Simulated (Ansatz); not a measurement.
High-frequency dielectric constant along a series of related solids, from LDA (plane waves, PAW; Ansatz, a program for electronic structure); PBE (PAW; Ansatz).

```
solid           LDA   PBE  measured
-------------  ----  ----  --------
rock-salt KF   2.10  1.96     1.84‡
rock-salt KCl  2.51  2.28     2.17‡
rock-salt KBr  2.76  2.50     2.36‡
rock-salt KI   3.12  2.80     2.65‡
```

PBE less measured, from the printed values: rock-salt KF +6.5 %, rock-salt KCl +5.1 %, rock-salt KBr +5.9 %, rock-salt KI +5.7 %.

Members of the series are missing where a level wasn't run or failed, where a doubt is noted on the run or the magnetic state, for phases of high temperature or layered ones, and where values are held back for tests.

Spin–orbit coupling is left out, also for the solids with elements from indium on (rock-salt KI); its size isn't shown.

Each level is taken at its own relaxed cell. Ansatz's density-functional and Hartree–Fock values are scalar-relativistic unless marked +SOC, with PAW data made under PBE.

Measured values are for low temperature or corrected to a static lattice; ‡ marks uncorrected values at room or unstated temperature. References as tabulated in Li (1976), doi:10.1063/1.555536.
